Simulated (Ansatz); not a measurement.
**[H···H···CH$_{2}$], triplet along the distance H1-H2**

All five atoms lie in one plane.

Starting geometry:

```yaml
atoms:
  - { symbol: H, position_ang: [-2.1606, 0.0000, 0.0000] }
  - { symbol: H, position_ang: [-1.4156, 0.0000, 0.0000] }
  - { symbol: C, position_ang: [0.1974, 0.0000, 0.0000] }
  - { symbol: H, position_ang: [0.6119, 0.0000, 0.9962] }
  - { symbol: H, position_ang: [0.6119, 0.0000, -0.9962] }
```

From there H2 is moved from one fragment to the other while all else, the fragments' distance too, stays fixed, so the hump isn't the reaction's barrier; atoms are numbered as listed. Energies are in kcal/mol, counted from the starting geometry at the same level. Kohn–Sham curves are unrestricted where that lies lower.

Basis 6-31G; Ansatz 0.2.0. Only valence electrons are correlated (noble-gas cores frozen).

In so small a basis the reference is far from its limit while semilocal and hybrid functionals are nearer theirs (RPA and double hybrids share much of the reference's basis error), so the functionals' errors here hold much of the reference's basis and frozen-core error, which can add to them or hide them.

Full CI is exact within this basis and frozen core; it isn't the basis-set limit.

```tsv
distance H1-H2 (Å)	full CI	SPW92	PBE	r2SCAN	PBE0	B3LYP	wB97X-V	wB97M-V	B2PLYP	RPA-PBE
0.693	1.4	4.0	3.0	2.4	2.4	2.3	2.2	2.0	1.8	1.5
0.745	0.0	0.0	0.0	0.0	0.0	0.0	0.0	0.0	0.0	0.0
0.820	0.6	-2.8	-1.6	-0.9	-0.9	-0.8	-0.4	-0.3	-0.1	0.4
0.894	2.1	-4.2	-2.0	-0.8	-0.7	-0.5	0.2	0.4	0.7	1.6
0.969	2.7	-5.3	-2.6	-1.1	-0.9	-0.6	0.3	0.6	0.8	2.1
1.044	1.7	-6.7	-3.8	-2.4	-2.3	-1.7	-0.9	-0.4	-0.5	1.1
1.119	-0.7	-8.3	-5.5	-4.4	-4.4	-3.5	-3.2	-2.4	-2.8	-1.0
1.193	-3.2	-9.3	-6.8	-6.2	-6.4	-5.2	-5.3	-4.4	-5.2	-3.2
1.268	-4.2	-8.5	-6.5	-6.2	-6.8	-5.3	-6.0	-4.8	-5.9	-3.9
```

(1) Judged by the spread of the error over the points with a reference (largest less smallest), which of these follows full CI best and which worst?

Results:

(1) Subtracting the full CI column from each: best RPA-PBE (errors from -0.7 to 0.3, spread 0.9 kcal/mol), worst SPW92 (from -8.4 to 2.6, spread 10.9 kcal/mol). Functionals and wave-function methods converge differently with the basis, so part of this is basis effect.
